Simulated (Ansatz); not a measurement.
**HCN (hydrogen cyanide): from total energies to a heat of formation**

The species is HCN (3 atoms), meant as a singlet with charge 0. SMILES: `C#N`. The shape is that of a PBE0-D4/def2-TZVP optimisation.

| atom | x (Å) | y (Å) | z (Å) |
| --- | --- | --- | --- |
| C | -0.0056 | -0.0244 | -0.0056 |
| N | 0.2520 | 1.0610 | 0.2552 |
| H | -0.2464 | -1.0366 | -0.2495 |

Total energies at HF/3-21G (Ansatz 0.2.0); the atoms run unrestricted:

| species | state | energy (Eh) |
| --- | --- | --- |
| HCN | singlet | -92.353632 |
| C | triplet | -37.481070 |
| N | quartet | -54.105390 |
| H | doublet | -0.496199 |

Harmonic wavenumbers at PBE0-D4/def2-TZVP, in cm⁻¹: 776, 776, 2223, 3457.

Measured heats of formation of the gaseous atoms at 298.15 K, in kJ/mol: C 716.9, N 472.4, H 218.0. Take 1 Eh = 2625.50 kJ/mol, 1 cm⁻¹ = 0.0119627 kJ/mol, RT = 2.479 kJ/mol.

Q: Work out the heat of formation of the gas at 298 K.

A: 
1. Electronic atomisation energy: (-37.481070) + (-54.105390) + (-0.496199) − (-92.353632) = 0.270973 Eh = 711.4 kJ/mol.
2. Zero-point energy: half the sum of the wavenumbers, 3616 cm⁻¹ = 43.3 kJ/mol.
3. Thermal vibrational enthalpy, Σ hcν̃/(exp(hcν̃/kT) − 1): 0.5 kJ/mol. Translation, rotation and pV of a linear molecule: 3.5 RT = 8.7 kJ/mol.
4. The 3 free atoms carry 5/2 RT each: 18.6 kJ/mol.
5. Atomisation enthalpy at 298 K: 711.4 − 43.3 − 0.5 − 8.7 + 18.6 = 677.5 kJ/mol.
6. Sum of the atoms' heats of formation: 1407.3 kJ/mol. Heat of formation: 1407.3 − 677.5 = +729.8 kJ/mol.

The tabulated value is +129.3 kJ/mol (Active Thermochemical Tables), so this level is off by +600.5 kJ/mol, or 47.0 % of the atomisation enthalpy. Hartree–Fock leaves out correlation, which is larger in the molecule than in the atoms, so it underbinds and puts the heat of formation too high. A basis without polarisation functions underbinds badly. Anharmonicity and any spin-orbit splitting of the molecule are left out.
